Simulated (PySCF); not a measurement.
Series: Y=E=Y. Isolated molecules, 0 K electronic values unless said otherwise. Strings in code marks are SMILES.

The adiabatic ionisation energy (no zero-point term) from two functionals at the same geometries (B3LYP-D3(BJ)/def2-TZVP), both in PySCF: PBE-D3(BJ)/def2-TZVP and B3LYP-D3(BJ)/def2-TZVP. B3LYP has the VWN-RPA correlation part, as in Gaussian. 

```tsv
species	PBE-D3(BJ)/def2-TZVP (eV)	B3LYP-D3(BJ)/def2-TZVP (eV)
`[O]=[Ge]=[O]`	11.53	11.77
`C=C=C`	9.43	9.51
`N=C=S`	9.92	9.90
`O=[Se]=O`	11.38	11.71
```

Over these rows, drawn at random from the members with no instability flagged (it was tested for open shells, ions and some series alone), PBE minus B3LYP-D3(BJ): mean -0.16 eV, from -0.33 eV to +0.02 eV.
